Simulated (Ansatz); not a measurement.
**AlPN+ (triplet): the correlation ladder, def2-TZVPP**

The task here is to estimate one member of a computed series from the others.

The runs use Ansatz 0.2.0, Gaussian basis; def2-TZVPP, core rule «outside noble gas», up to 11 orbitals frozen.

To be run: UHF; ROHF; CCSD(T) on UHF.

## The geometry

The geometry is a PBE0/def2-TZVP stationary point (not a proven minimum) of the parent state, kept for this charge and spin.

3 atoms, charge 1, spin multiplicity 3.

Atoms are counted from 1 here; the program's logs count them from 0.

Bond lengths: N1–Al2 1.817 Å, Al2–P3 2.195 Å. Angles: N1–Al2–P3 180.0°.

Coordinates:

```xyz
3
AlNP
N     0.0000    0.0000   -1.9430
Al    0.0000    0.0000   -0.1262
P     0.0000    0.0000    2.0692
```

The first run:

in.yaml

```yaml
crystal:
  periodic: [false, false, false]
  atoms:
    - {symbol: N, position_ang: [0.000000, 0.000000, -1.943000]}
    - {symbol: Al, position_ang: [0.000000, 0.000000, -0.126200]}
    - {symbol: P, position_ang: [0.000000, 0.000000, 2.069200]}
basis:
  gaussian: {orbitals: def2-TZVPP}
total_charge: 1
magnetization: {spin_polarized: true, initial_magnetization: 2}
hamiltonian: {xc: hf}
output: {orbitals: {seedname: orbitals}}
```

Started as:

```sh
$ ansatz run in.yaml --threads 1 --pin off --events-out ev --progress --plain --max-ram 4096MiB --backend cpu
```

Steps of the session up to this table: UHF; ROHF; CCSD(T) on UHF.

One table of the session follows, with a row left open; its other results are not shown here.

It belongs to the step «Misses and costs». 

```
  method  from UCCSD(T) (meV)
    ROHF             +10146.5
     UHF              +8582.8
    UMP2              +1618.6
   UCCSD                    ?
UCCSD(T)                    0
```

Q: Estimate the row for UCCSD from the others.

As computed: from UCCSD(T) (meV): +395.9. In the column «from UCCSD(T) (meV)» it lies between UCCSD(T) (0) and UMP2 (+1618.6).

The program flags UCCSD(T) as in doubt (see the logs), so the zero of the table is itself unsure.

Caveats from the session: The determinant is far from a pure spin state, so its energy mixes those of several spin states (harmless only where they are near-degenerate, as at dissociation). The program flags UCCSD(T) as in doubt, so the zero of the table is itself unsure.
